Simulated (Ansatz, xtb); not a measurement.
# CHNP: 5 structures ranked

5 gas-phase structures of CHNP, found in a search over its isomers (lower ones may exist). Each was relaxed with GFN2-xTB:

A. `N=C=[P]`, a doublet
B. `N#C[PH]`, a doublet
C. `C1=N[P]1`, a doublet
D. `[C]#[N+][PH-]`, a doublet
E. `[CH]=[N+]=[P-]`, a doublet

**Question.** Make a reasoned guess at their ranking by r2SCAN-D4/def2-SVP single-point energy.

**Answer.** Calculated order at r2SCAN-D4/def2-SVP: B (0.0), A (23.2), D (68.2), C (85.6), E (110.4) kJ/mol.

Energies above the lowest of each column, in kJ/mol; the last columns are at PBE0-D3(BJ)/def2-SVP geometries and were run for some of them only (a dash: not run or not comparable):

```json
{"structure": "B", "GFN2-xTB": "0.0", "HF/STO-3G": "0.0", "r2SCAN-D4/def2-SVP": "0.0", "PBE0-D3(BJ)/def2-SVP": "0.0", "CCSD(T)/def2-TZVPP": "0.0"}
{"structure": "A", "GFN2-xTB": "1.7", "HF/STO-3G": "161.1", "r2SCAN-D4/def2-SVP": "23.2", "PBE0-D3(BJ)/def2-SVP": "30.2", "CCSD(T)/def2-TZVPP": "54.6"}
{"structure": "D", "GFN2-xTB": "38.8", "HF/STO-3G": "80.4", "r2SCAN-D4/def2-SVP": "68.2", "PBE0-D3(BJ)/def2-SVP": "63.9", "CCSD(T)/def2-TZVPP": "62.4"}
{"structure": "C", "GFN2-xTB": "36.3", "HF/STO-3G": "159.9", "r2SCAN-D4/def2-SVP": "85.6", "PBE0-D3(BJ)/def2-SVP": "–", "CCSD(T)/def2-TZVPP": "–"}
{"structure": "E", "GFN2-xTB": "10.8", "HF/STO-3G": "245.2", "r2SCAN-D4/def2-SVP": "110.4", "PBE0-D3(BJ)/def2-SVP": "–", "CCSD(T)/def2-TZVPP": "–"}
```

Every level run on B puts it lowest or level with the lowest. Frequencies (PBE0-D3(BJ)/def2-SVP) were run for A, B, D alone. Open shells are spin-unrestricted, some with notable spin contamination. Large T1 diagnostics make some coupled-cluster values less sure.

Over these structures GFN2-xTB departs from r2SCAN-D4/def2-SVP by 27.6 kJ/mol on average once a common shift is removed. A GFN2-xTB relaxation took about 0.054 s and the r2SCAN-D4/def2-SVP energy about 3.3 s on a shared host (Ansatz 0.2.0, xtb 6.7.1).
